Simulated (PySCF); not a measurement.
# H2O3 (trioxidane): B3LYP/STO-6G

What is the vertical ionisation energy of H2O3 (trioxidane) at B3LYP/STO-6G? Input form: a Python script.

The calculation is run with PySCF 2.14.0.

5 further runs of the same task are left out: 1 that didn't finish, 4 set aside as unsound or not needed.

**1. The molecule**

H2O3 has 5 atoms, charge 0, and is taken as a singlet. SMILES: `OOO`. The coordinates come from a GFN2-xTB relaxation. This is a higher conformer, about 11 kJ/mol above the lowest found by a separate search.

Bond lengths: O1–O2 1.390 Å, O2–O3 1.391 Å, O1–H4 0.972 Å, O3–H5 0.972 Å. Angles: O1–O2–O3 110.7°, O2–O1–H4 106.7°, O2–O3–H5 106.5°.

**2. The energy at B3LYP/STO-6G**

input.xyz

```xyz
5
H2O3
O     -0.984020    -0.692710    -0.137760
O     -0.127030    -0.049090     0.747210
O      1.176430    -0.056790     0.262120
H     -1.378730    -0.001520    -0.695970
H      1.313340     0.800110    -0.175600
```

input.py

```python
# OOO
from pyscf import gto, dft

molecule = gto.M(
    atom='input.xyz',
    basis='sto-6g',
    max_memory=1860,
    verbose=3,
)

myscf = dft.RKS(molecule, xc='b3lyp')
myscf.grids.level = 5
myscf.conv_tol = 1e-10
myscf.kernel()
if not myscf.converged:
    myscf = myscf.newton().run(myscf.mo_coeff, myscf.mo_occ)

energy = myscf.e_tot
print('Final energy', energy)
```

Launch:

```bash
$ OMP_NUM_THREADS=1 python input.py
```

Output:

```text
converged SCF energy = -225.728938013894
Final energy -225.72893801389364
```

It took 3.9 s on 1 thread of Arm Neoverse V1, shared host; peak memory 0.19 GiB.

**3. The doublet cation at the same level**

input.py

```python
from pyscf import gto, dft

system = gto.M(
    atom='''
O       -0.984020      -0.692710      -0.137760
O       -0.127030      -0.049090       0.747210
O        1.176430      -0.056790       0.262120
H       -1.378730      -0.001520      -0.695970
H        1.313340       0.800110      -0.175600
''',
    basis='sto-6g',
    verbose=3,
    charge=1,
    spin=1,
    max_memory=1860,
)

calc0 = dft.UKS(system)
calc0.xc = 'b3lyp'
calc0.grids.level = 5
calc0.conv_tol = 1e-10
calc0.kernel()
if not calc0.converged:
    calc0 = calc0.newton().run(calc0.mo_coeff, calc0.mo_occ)

e_tot = calc0.e_tot
print(f'total energy: {e_tot:.8f} hartree')
```

Launch:

```bash
$ OMP_NUM_THREADS=1 python input.py
```

Output:

```text
WARN: HOMO -0.278987181334168 >= LUMO -0.27898718133417

converged SCF energy = -225.411422798582  <S^2> = 0.75404468  2S+1 = 2.0040406
total energy: -225.41142280 hartree
```

It took 8.7 s on 1 thread of Arm Neoverse V1, shared host; peak memory 0.2 GiB.

**4. Summary of results**

At B3LYP/STO-6G:

| quantity | value |
| --- | --- |
| singlet H2O3: total energy | -225.72894 Eh |
| singlet H2O3: dipole moment | 2.76 D |
| singlet H2O3: HOMO energy | -4.33 eV |
| singlet H2O3: LUMO energy | 4.70 eV |
| singlet H2O3: HOMO–LUMO gap | 9.03 eV |
| doublet cation: total energy | -225.41142 Eh |
| doublet cation: HOMO energy (highest over α and β) | -15.52 eV |
| doublet cation: LUMO energy (lowest over α and β) | -12.88 eV |
| doublet cation: ⟨S²⟩ | 0.754 |
| vertical ionisation energy (to the doublet cation) | 8.640 eV |

**Reading.** Removing an electron at fixed nuclei costs 8.64 eV (199 kcal/mol). The negative HOMO energy of the first species, 4.33 eV, lies 4.31 eV below that difference. In a minimal basis such a difference can be off by several eV, whatever the method. Mulliken charges (doublet cation) run from -0.01 on O3 to +0.37 on H4; they depend strongly on the basis.
